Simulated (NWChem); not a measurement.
Ionisation of C (+1)

```xyz
1

C      0.0000     0.0000     0.0000
```
Charge +1, spin multiplicity 2.

The numbers come from NWChem runs, not from measurements.

Basis set: def2-TZVP. −ε marks an orbital energy of the parent.

B3LYP has NWChem's definition, with VWN1-RPA local correlation. No SCF solution was tested for a lower state.

Question: For the first vertical ionisation energy, −ε(alpha HOMO) of B3LYP gives 19.56 eV and −ε(alpha HOMO) of PBE0 gives 19.79 eV. What do −ε(alpha HOMO) of PBE, G0W0@PBE0, −ε(alpha HOMO) of LC-wPBE (omega 0.3 per bohr) give?

Answer: −ε(alpha HOMO) of PBE: 17.95 eV; G0W0@PBE0: 24.07 eV; −ε(alpha HOMO) of LC-wPBE (omega 0.3 per bohr): 22.01 eV.
